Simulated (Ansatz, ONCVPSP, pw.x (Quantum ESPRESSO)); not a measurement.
**phosphorus: does the ONCV potential hold in the solid?**

ONCVPSP 4.0.1.1 (patched build) input, shortened (lines: element, Z, core and valence counts, functional; n l f; lmax; l rc ep ncon nbas qcut; lloc lpopt rc5 dvloc0; l nproj debl; icmod fcfact rcfact), PBEsol, scalar-relativistic:

```
  P 15.00    3    2  -116133      upf
    1    0    2.00
    2    0    2.00
    2    1    6.00
    3    0    2.00
    3    1    2.50
    1
    0    1.30    0.00    4    7    4.90
    1    1.90    0.00    4    8    3.60
    4    5    1.10    2.00
    0    1    0.40
    1    2    3.90
    2    0.25    0.65
```

Atomic tests: cutoffs needed: 12 Ha and 66 Ha (the cutoffs (Ha) at which the residual kinetic energy of the hardest occupied pseudo-wave falls to 1 and 0.1 mHa per electron); ghost test: no bound ghost flagged; no localised positive-energy state flagged; largest excitation error: +88 meV (all-electron minus pseudo) for 3s2 3p0, out of 4 test configurations.

Crystal test: fcc P in pw.x 7.5, no spin, 15³ k-points, Fermi–Dirac smearing 0.01 Ry, cutoffs 155/620 Ry. The reference is all-electron LAPW (Ansatz 0.2.0) with the same functional, mesh and smearing; V0 and B0 come from Birch–Murnaghan fits to the pressures at five volumes. Errors are pseudo minus all-electron; Δ is the rms difference of the E(V) curves that follow from these fits, minima aligned, over ±6 % about the mean V0. Mesh and smearing are coarse, so the numbers serve the comparison and aren't converged zero-temperature values; the lattice is a test structure that the element need not adopt.

All-electron: a0 = 3.827 Å (V0 = 14.01 Å³/atom), B0 = 103.0 GPa.

Problem. How far does the potential miss the all-electron equation of state?

Solution. mean pressure error (GPa): +2.70; a0 (Å): 3.859; a0 error (%): +0.85; B0 error (%): +0.6; Δ (meV/atom): 8.1. This is a poor potential for the solid.

```json
{"V (Å³/atom)": "13.391", "P all-electron (GPa)": "5.09", "P pseudo (GPa)": "8.33"}
{"V (Å³/atom)": "13.744", "P all-electron (GPa)": "2.06", "P pseudo (GPa)": "5.01"}
{"V (Å³/atom)": "14.096", "P all-electron (GPa)": "-0.60", "P pseudo (GPa)": "2.08"}
{"V (Å³/atom)": "14.448", "P all-electron (GPa)": "-2.97", "P pseudo (GPa)": "-0.55"}
{"V (Å³/atom)": "14.801", "P all-electron (GPa)": "-5.09", "P pseudo (GPa)": "-2.89"}
```

Problem. At the middle volume, how do free energy and pressure move when the wave cutoff is lowered (ecutrho kept at four times it)?

Solution.

```json
{"cutoff (Ry)": "70", "shift of F (meV/atom)": "+24.4", "shift of P (GPa)": "-0.24"}
{"cutoff (Ry)": "93", "shift of F (meV/atom)": "+19.8", "shift of P (GPa)": "-0.02"}
{"cutoff (Ry)": "124", "shift of F (meV/atom)": "+8.1", "shift of P (GPa)": "-0.38"}
```

Input at the middle volume:

```
&control
  calculation='scf', prefix='x', pseudo_dir='./', outdir='./tmp', tstress=.true., disk_io='none'
/
&system
  ibrav=0, nat=1, ntyp=1, ecutwfc=155, ecutrho=620, nbnd=9,
  occupations='smearing', smearing='fd', degauss=0.01
/
&electrons
  conv_thr=1e-09, mixing_beta=0.4, electron_maxstep=70
/
ATOMIC_SPECIES
P 1.0 P.UPF
CELL_PARAMETERS angstrom
  0.00000000 1.91729364 1.91729364
  1.91729364 0.00000000 1.91729364
  1.91729364 1.91729364 0.00000000
ATOMIC_POSITIONS crystal
P 0.0000 0.0000 0.0000
K_POINTS automatic
15 15 15 0 0 0
```

```bash
pw.x < P.scf.in > P.scf.out
```

Lines of the output:

```
Message from routine setup:
     using ibrav=0 with symmetry is DISCOURAGED, use correct ibrav instead
     lattice parameter (alat)  =       5.1239  a.u.
     unit-cell volume          =      95.1245 (a.u.)^3
     number of electrons       =         5.00
     number of Kohn-Sham states=            9
     kinetic-energy cutoff     =     155.0000  Ry
     charge density cutoff     =     620.0000  Ry
     scf convergence threshold =      1.0E-09
     Exchange-correlation= PBESOL
     number of k points=   120  Fermi-Dirac smearing, width (Ry)=  0.0100
     iteration #  1     ecut=   155.00 Ry     beta= 0.40
     total energy              =     -15.06834201 Ry
     estimated scf accuracy    <       0.01690964 Ry
     iteration #  2     ecut=   155.00 Ry     beta= 0.40
     total energy              =     -15.06669404 Ry
     estimated scf accuracy    <       0.00413891 Ry
     iteration #  3     ecut=   155.00 Ry     beta= 0.40
     total energy              =     -15.06712487 Ry
     estimated scf accuracy    <       0.00000815 Ry
     iteration #  4     ecut=   155.00 Ry     beta= 0.40
     total energy              =     -15.06714980 Ry
     estimated scf accuracy    <       0.00000031 Ry
     iteration #  5     ecut=   155.00 Ry     beta= 0.40
     total energy              =     -15.06714981 Ry
     estimated scf accuracy    <       0.00000004 Ry
     iteration #  6     ecut=   155.00 Ry     beta= 0.40
     total energy              =     -15.06714981 Ry
     estimated scf accuracy    <          1.9E-09 Ry
     iteration #  7     ecut=   155.00 Ry     beta= 0.40
     the Fermi energy is    11.6360 ev
!    total energy              =     -15.06714981 Ry
     estimated scf accuracy    <          2.9E-10 Ry
     smearing contrib. (-TS)   =      -0.00236244 Ry
     The total energy is F=E-TS. E is the sum of the following terms:
     one-electron contribution =       6.03408662 Ry
     hartree contribution      =       0.20183458 Ry
     xc contribution           =      -5.48280988 Ry
     ewald contribution        =     -15.81789869 Ry
     convergence has been achieved in   7 iterations
          total   stress  (Ry/bohr**3)                   (kbar)     P=       20.75
     Message from routine punch:
     Nothing written, as per user request (disk_io='none')
```

The run at the middle volume (120 k-points, 7 iterations) took about 2 min on one core of a shared host (Neoverse-N1, 64 threads, 124 GiB, load 59).
